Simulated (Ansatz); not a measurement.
# Si2H5 radical (SMILES [SiH2][SiH3]): functionals against CCSD(T) at one geometry

The task here is to estimate one member of a computed series from the others.

The runs use Ansatz 0.2.0, Gaussian basis; single points in def2-TZVPP.

Cores are frozen in the correlated methods. Orbitals are unrestricted.

## The system as given

SMILES `[SiH2][SiH3]`, 7 atoms, charge 0, spin multiplicity 2.

Atoms are counted from 1 here; the program's logs count them from 0.

Bond lengths: Si1–Si2 2.419 Å, Si1–H3 1.393 Å, Si1–H4 1.459 Å, Si2–H5 1.415 Å, Si2–H6 1.510 Å, Si2–H7 1.571 Å. Angles: Si2–Si1–H3 120.4°, Si2–Si1–H4 122.1°, H3–Si1–H4 103.6°, Si1–Si2–H5 104.1°, Si1–Si2–H6 124.6°, Si1–Si2–H7 119.5°, H5–Si2–H6 105.3°, H5–Si2–H7 105.5°, H6–Si2–H7 96.1°.

Geometry (Å):

```xyz
7
charge 0, multiplicity 2
Si   -0.2409   -1.4255   -0.1398
Si    0.3316    0.9178    0.0356
H    -0.0770   -2.2749    0.9514
H    -1.4926   -1.8755   -0.7387
H     0.1345    1.4188   -1.2730
H    -0.3592    1.9034    0.9470
H     1.7962    1.3297    0.4257
```

Set-up of the first run:

Input file run/in.yaml:

```yaml
crystal:
  periodic: [false, false, false]
  atoms:
    - {symbol: Si, position_ang: [-0.240900, -1.425500, -0.139800]}
    - {symbol: Si, position_ang: [0.331600, 0.917800, 0.035600]}
    - {symbol: H, position_ang: [-0.077000, -2.274900, 0.951400]}
    - {symbol: H, position_ang: [-1.492600, -1.875500, -0.738700]}
    - {symbol: H, position_ang: [0.134500, 1.418800, -1.273000]}
    - {symbol: H, position_ang: [-0.359200, 1.903400, 0.947000]}
    - {symbol: H, position_ang: [1.796200, 1.329700, 0.425700]}
basis:
  gaussian: {orbitals: def2-TZVPP}
magnetization: {spin_polarized: true, initial_magnetization: 1}
correlation: {method: ccsd_t}
scf: {omitted_lower_state_checks: [cluster_reference]}
output: {forces: true}
```

The command line of these runs was not kept.

Among the steps run: CCSD(T)/def2-TZVPP; PBE0-D4/def2-TZVPP; wB97M-V/def2-TZVPP; r2SCAN-D4/def2-TZVPP; PBE-D4/def2-TZVPP; BHLYP-D4/def2-TZVPP; wB97X-V/def2-TZVPP.

One of the session's tables, all rows but one given; the rest of the session is left out.

| method | RMS force component (eV/Å) | angle to CCSD(T) forces (°) | dipole (D) |
| --- | --- | --- | --- |
| CCSD(T) | 0.887 | reference | 0.45 |
| PBE0-D4 | 0.911 | 4.3 | 0.45 |
| wB97M-V | 0.872 | 2.7 | 0.50 |
| r2SCAN-D4 | 0.895 | 4.1 | 0.44 |
| PBE-D4 | 0.936 | 9.6 | 0.42 |
| BHLYP-D4 | 0.862 | 6.3 | 0.50 |
| wB97X-V | ? | ? | ? |

Q: Estimate the row for wB97X-V from the others.

The run gave: RMS force component (eV/Å): 0.911; angle to CCSD(T) forces (°): 1.9; dipole (D): 0.47.
